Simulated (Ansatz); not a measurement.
**Heating and cooling a random packing of Si13P2Pt3Au2**

A packing of 20 atoms, thrown in at random and pushed apart as soft spheres with like charges further apart (2 Au, 2 P, 3 Pt, 13 Si) went through Langevin stages in a fixed cell of 15.72 Å³/atom, at one k point, without spin and with a Fermi–Dirac width of kT (0.05 eV at least). The calculation used Ansatz 0.2.0, DFT PBE, scalar-relativistic, plane waves, PAW.

```csv
thermostat (K),duration (fs),friction (1/fs),cutoff (eV),mean T (K),mean P (GPa),mean square displacement (Å²)
2350,72,0.030,320,2414,16.5,0.24
2350,666,0.030,420,2383,18.1,1.79
1690,495,0.030,420,1562,12.1,0.81
940,498,0.030,420,970,12.4,0.49
300,690,0.030,420,275,8.7,0.05
```

Means run over the second half of a stage; pressure includes the kinetic part; displacements count from the stage's start, the atoms' common shift taken off. In so short a run the atoms moved about a bond length or less in the hot stages, so this is an annealed packing, not a quenched equilibrium liquid.

Cell and atoms were then relaxed on coarser meshes and computed once more: Settings: cutoff 420 eV, Γ-centred mesh 5×5×5 on the computed 20-atom cell, Gaussian smearing of 0.10 eV; no spin polarisation.

Task: What structure is left?

Result: One draw of many: 17.07 Å³/atom with no gap on the mesh, 0.02 eV/atom below the elements' standard states (static lattices, no corrections for gases) (a random packing after short dynamics, relaxed).

Counting as bonded all pairs within 1.2 times the summed covalent radii:

```
atom → neighbour mean count mean length (Å) spread (Å)
         Au → Au        1.00             3.10        0.00
         Au → Si        5.50             2.65        0.13
           P → P        1.00             2.31        0.00
          P → Pt        1.00             2.56        0.12
          P → Si        2.00             2.42        0.10
          Pt → P        0.67             2.56        0.12
         Pt → Pt        0.67             2.97        0.00
         Pt → Si        5.33             2.46        0.07
         Si → Au        0.85             2.65        0.13
          Si → P        0.31             2.42        0.10
         Si → Pt        1.23             2.46        0.07
         Si → Si        2.46             2.46        0.04
```

Angles between all pairs of such bonds at an atom (mean ± spread): 101 ± 31° at Au, 106 ± 22° at P, 102 ± 32° at Pt, 105 ± 25° at Si.

```
Si Pt P Au
1.0
     6.71259   -0.14583   -0.15691
    -0.15620    7.00783   -0.01240
    -0.17381   -0.01790    7.26324
Si Pt P Au
13 3 2 2
Cartesian
  3.9120 2.4367 6.4150
  5.7937 3.7386 0.3271
  4.1951 6.3676 1.5016
  0.7670 6.0934 3.9167
  0.9703 2.6418 4.8924
  0.7533 0.0537 1.7004
  1.4968 3.1680 0.3584
  2.4631 4.3284 5.8094
  3.5278 1.6445 2.8112
  5.5808 0.3222 3.4326
  1.2692 6.3340 6.3795
  4.5668 3.7263 2.4087
  5.8933 1.1491 5.7226
  2.6588 0.8815 4.9131
  2.7421 0.9925 0.6151
  5.7040 6.1091 7.0716
  4.2224 5.8558 5.1512
  5.7457 4.3708 4.2516
  2.3235 4.8281 2.3286
  0.3085 2.4821 2.4515
```

The final mesh leaves forces up to 0.31 eV/Å and stresses up to 0.9 GPa: the relaxation ran on a coarser mesh, so the cell's shape, its bonds and its energy belong partly to that mesh.

Spin-orbit coupling is left out, which matters for the bands of heavy elements.

Cost: 6 runs of about 58 core-minutes in all (earlier runs that led there not counted), on Arm Neoverse V1 (shared hosts).